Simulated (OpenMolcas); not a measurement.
# RPBE/cc-pVTZ run of [NO2]+ (SMILES O=[N+]=O)

Aim: the vertical electron affinity of [NO2]+ at RPBE/cc-pVTZ, from 2 runs. 

The results are computed with OpenMolcas 26.06.

### 1 The system as given

The species is [NO2]+ (3 atoms), meant as a singlet with charge +1. As SMILES, `O=[N+]=O`. The coordinates come from a GFN2-xTB relaxation.

Bond lengths: O1–N2 1.091 Å, N2–O3 1.091 Å. Angles: O1–N2–O3 180.0°.

### 2 The energy at RPBE/cc-pVTZ

Input file job.input:

```
* NO2 Kohn-Sham DFT
>>> EXPORT MOLCAS_PRINT=2

&GATEWAY
  BASLIB
  $CurrDir
  COORD
  3
  bohr
  O     -1.06429375     1.72189955    -0.38928358
  N     -0.00001890    -0.00001890     0.00000000
  O      1.06431265    -1.72188065     0.38928358
  BASIS
  cc-pVTZ
  GROUP
  NoSym

&SEWARD

&SCF
  CHARGE
  1
  KSDFT
  2
  1.0 GGA_X_RPBE
  1.0 GGA_C_PBE
  PRORBITALS
  0
```

The basis set cc-pVTZ is read from a file made from the Basis Set Exchange's data (not shown).

Launch:

```
$ export MOLCAS_MEM=1860
$ pymolcas job.input > job.log
```

The log of the run:

```text
--- Start Module: gateway ---
[...]
--- Stop Module: gateway /rc=_RC_ALL_IS_WELL_ ---
--- Start Module: seward ---
[...]
      Basis functions           90
--- Stop Module: seward /rc=_RC_ALL_IS_WELL_ ---
[...]
--- Start Module: scf ---
[...]
       Convergence after  14 Iterations
[...]
::    Total KS-DFT energy                            -204.8207261658
[...]
      Total spin, S                                     0.0000000000
[...]
      Total electronic charge=   22.000000
      Total            charge=    1.000000
[...]
      Dipole Moment (debye):
      Origin of the operator (angstrom)=    0.0000    0.0000    0.0000
                   X= -3.7495E-06               Y= -4.9628E-05               Z=  6.4101E-06           Total=  5.0181E-05
      Center of Charge (angstrom)
[...]
--- Stop Module: scf /rc=_RC_ALL_IS_WELL_ ---
[...]
```

Run time: 9 s. Hardware: 1 thread of Arm Neoverse V1, shared host; peak memory 0.49 GiB.

### 3 Doublet neutral NO2

Input file job.inp:

```
&gateway
baslib = $CurrDir
coord
3
bohr
O     -1.06429375     1.72189955    -0.38928358
N     -0.00001890    -0.00001890     0.00000000
O      1.06431265    -1.72188065     0.38928358
basis = cc-pVTZ
group = NoSym
&seward
&scf
uhf
spin = 2
ksdft = 2
1.0 GGA_X_RPBE
1.0 GGA_C_PBE
prorbitals = 0
```

The basis set cc-pVTZ is read from a file made from the Basis Set Exchange's data (not shown).

Launch:

```
$ export MOLCAS_MEM=1860
$ pymolcas job.inp > job.log
```

The log of the run:

```text
--- Start Module: gateway ---
[...]
--- Stop Module: gateway /rc=_RC_ALL_IS_WELL_ ---
--- Start Module: seward ---
[...]
      Basis functions           90
--- Stop Module: seward /rc=_RC_ALL_IS_WELL_ ---
[...]
--- Start Module: scf ---
[...]
       Convergence after  13 Iterations
[...]
::    Total KS-DFT energy                            -205.0561008219
[...]
      Total spin, S                                     0.5008811228
[...]
      Total electronic charge=   23.000000
      Total            charge=   -0.000000
[...]
      Dipole Moment (debye):
      Origin of the operator (angstrom)=    0.0000    0.0000    0.0000
                   X=  6.0423E-05               Y= -1.2071E-05               Z=  1.0129E-05           Total=  6.2444E-05
      Quadrupole Moment (debye*angstrom):
[...]
--- Stop Module: scf /rc=_RC_ALL_IS_WELL_ ---
[...]
```

Wall time 11 s (1 thread of Arm Neoverse V1, shared host); peak memory 0.49 GiB.

### 4 Results

At RPBE/cc-pVTZ:

```
                                               quantity          value
                           singlet [NO2]+: total energy  -204.82073 Eh
                            singlet [NO2]+: HOMO energy      -19.51 eV
                            singlet [NO2]+: LUMO energy      -11.46 eV
                          singlet [NO2]+: HOMO–LUMO gap        8.04 eV
                      doublet neutral NO2: total energy  -205.05610 Eh
                     doublet neutral NO2: dipole moment         0.00 D
doublet neutral NO2: HOMO energy (highest over α and β)       -1.40 eV
 doublet neutral NO2: LUMO energy (lowest over α and β)       -1.12 eV
                              doublet neutral NO2: ⟨S²⟩          0.752
    vertical electron affinity (to the doublet neutral)       6.405 eV
```

At fixed nuclei the extra electron is bound by 6.40 eV (148 kcal/mol). Mulliken charges (singlet [NO2]+) run from +0.23 on O1 to +0.55 on N2. Mulliken charges (doublet neutral NO2) run from -0.10 on O1 to +0.20 on N2; they depend strongly on the basis.
